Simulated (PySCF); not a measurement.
# Where CCSD(T) holds and where it slips

Each species is computed at the geometry given (Å), with frozen cores, in PySCF 2.14.0: RHF-CCSD(T) for singlets, UHF-CCSD(T) otherwise, and full CI in the same basis. The script picks the determinant by trial CCSD, so it needn't be the lowest Hartree–Fock solution. States: SiO Σ⁺ or Δ, N2 Σg⁺ or Δg, HS Π. Cases whose determinant has another symmetry than full CI's state, or whose (Q) step broke down, weren't drawn.

Task: Judging by size, spin and bonding, rank them by the size of CCSD(T)'s error in total energy against full CI in the same basis, smallest first (an estimate).
A. HS, doublet, cc-pV(D+d)Z: S 0.000 0.000 0.000; H 0.000 0.000 1.344
B. SiO, singlet, 6-31G: Si 0.000 0.000 0.000; O 0.000 0.000 1.542
C. N2, singlet, 6-31G: N 0.000 0.000 0.000; N 0.000 0.000 1.130

Result: A (17.1 meV), B (40.1 meV), C (55.5 meV).

| species | basis | correlated electrons | CCSD(T) − full CI (meV) | CCSDT(Q) − full CI (meV) | unpaired electrons (full CI) | T1 | ⟨S²⟩ of the determinant |
| --- | --- | --- | --- | --- | --- | --- | --- |
| HS, doublet | cc-pV(D+d)Z | 7 | 17.1 | – | 1.03 | 0.009 | 0.76 |
| SiO, singlet | 6-31G | 10 | 40.1 | -8.3 | 0.12 | 0.035 | 0.00 |
| N2, singlet | 6-31G | 10 | 55.5 | -2.8 | 0.11 | 0.013 | 0.00 |

Unpaired electrons are Σ n²(2−n)² over natural occupations; an open shell counts its own unpaired electrons too. Frozen cores follow each run's orbitals, which moves totals by a few meV. A dash: (Q) wasn't run for open shells.
